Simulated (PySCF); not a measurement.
Molecule: SMILES Cn1cccn1, C4H6N2.

Bonds (- single, = double, # triple, : aromatic): C1-N2 1.438 Å, N2:C3 1.355 Å, C3:C4 1.382 Å, C4:C5 1.411 Å, C5:N6 1.326 Å, N6:N2 1.330 Å. C1 carries H7, H8, H9; C3 carries H10; C4 carries H11; C5 carries H12.

Geometry PBE0-D3(BJ)/def2-SVP throughout; GIAO in PySCF 2.14.0 with density-fitted response routines, gas phase, one conformer, non-relativistic; equivalent atoms averaged; functional PBE0.

For orientation, pcSseg-0 gives these shifts δ (against TMS, NH3 at the same level): C5 151.7, C3 142.0, C4 117.7, C1 42.6, N6 363.3, N2 216.4, H10 6.87, H11 6.18, H7/H8/H9 3.99 ppm.

A run gave: C5 142.2, C3 130.7, C4 108.7, C1 38.8, N6 339.2, N2 223.3, H10 7.25, H11 6.29, H7/H8/H9 3.72 ppm (shifts δ (against TMS, NH3 at the same level)).

Q: Which basis set was used in that run?
A. cc-pVTZ
B. IGLO-III
C. aug-cc-pVDZ
D. cc-pVDZ

A: A. C5 tells them apart best: cc-pVTZ gives 142.2, cc-pVDZ gives 136.3, aug-cc-pVDZ gives 137.2, IGLO-III gives 146.9 ppm.
